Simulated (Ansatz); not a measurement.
## NH₃, singlet in cc-pVDZ: errors against full CI

Geometry: MP2(full)/6-31G*, from the G2/97 set.

```yaml
atoms:
  - { symbol: N, position_ang: [0.0000, 0.0000, 0.0689] }
  - { symbol: H, position_ang: [0.0000, 0.9397, -0.3194] }
  - { symbol: H, position_ang: [0.8138, -0.4699, -0.3194] }
  - { symbol: H, position_ang: [-0.8138, -0.4699, -0.3194] }
```

Basis cc-pVDZ; Ansatz 0.2.0. Only valence electrons are correlated (noble-gas cores frozen), which leaves 8 electrons in 28 orbitals. Prefix R: restricted or restricted open-shell reference. Active spaces: valence = (8e, 7o) chosen from the atoms' valence shells.

Full CI is exact within this basis and frozen core; it isn't the basis-set limit.

The UHF ⟨S²⟩ is 0.000 and the T1 diagnostic (RCCSD) is 0.0055. The largest doubles amplitude (RCCSD) is 0.048.

| level | E − E(full CI) (kJ/mol) | share of correlation (%) | wall time |
| --- | --- | --- | --- |
| RHF | 544.5 | 0.00 | – |
| RMP2 | 54.4 | 90.01 | – |
| CISD | 34.2 | 93.72 | 0.31 s |
| RCCSD | 11.7 | 97.86 | – |
| RCCSD(T) | 1.6 | 99.70 | 0.18 s |
| BCCD(T) | 1.6 | 99.70 | 0.25 s |
| RCCSDT | 0.9 | 99.83 | – |
| CISDTQ | 1.1 | 99.80 | 1.2 s (H100) |
| RCCSDT(Q) | 0.0 | 100.00 | 0.88 s |
| RCCSDTQ | 0.1 | 99.99 | 1.9 s (H100) |
| CASSCF (valence space) | 350.5 | 35.62 | – |
| NEVPT2 (valence space) | 68.8 | 87.36 | 0.55 s |
| MRCISD (valence space) | 12.5 | 97.70 | – |
| MRCISD+Q (valence space) | -0.6 | 100.11 | 1 s |
| MRCISD+Q(relaxed) (valence space) | -1.8 | 100.34 | 1.2 s |

The correlation energy at full CI, counted from RHF, is -5.643 eV. That run took 6.5 s on 5 threads of AMD EPYC 7R13 with a whole H100 80 GB, shared host over 209,626,425 determinants.

Times hold each run's SCF and search for its determinant on a shared host, so for small cases they say little of a method's own cost; rows without a card ran on 1 thread of AMD EPYC 7R13.

Not variational, and here over 5 meV under the exact energy: MRCISD+Q (valence space), MRCISD+Q(relaxed) (valence space).

The full-CI state has the irrep A' of Cs, in the program's axes (one component, if the state is degenerate).

Natural occupations of full CI about the gap: 1.978 1.962 1.959 1.959 0.027 0.027 0.024 0.016 0.008 0.008; effectively unpaired electrons, Σ n²(2−n)², 0.03.

Atomization energy (electronic, same basis, no zero-point term; atoms at the same level, unrestricted beside the R rows where the molecule is a closed shell, with restricted open-shell steps beyond CCSDT(Q)) at full CI: 1119.5 kJ/mol. Errors of other levels:

```tsv
level	error (kJ/mol)
RHF	-314.7
RMP2	-10.4
CISD	-30.3
RCCSD	-9.7
RCCSD(T)	-1.3
BCCD(T)	-1.1
RCCSDT	-0.9
CISDTQ	-0.9
RCCSDT(Q)	-0.1
RCCSDTQ	-0.2
CASSCF (valence space)	-113.7
NEVPT2 (valence space)	-20.6
MRCISD (valence space)	-8.4
MRCISD+Q (valence space)	-2.4
MRCISD+Q(relaxed) (valence space)	-1.2
```

This basis is far from its limit, so the value isn't to be set against a measured one. Truncated CI isn't size-consistent, which counts against it in atomization.
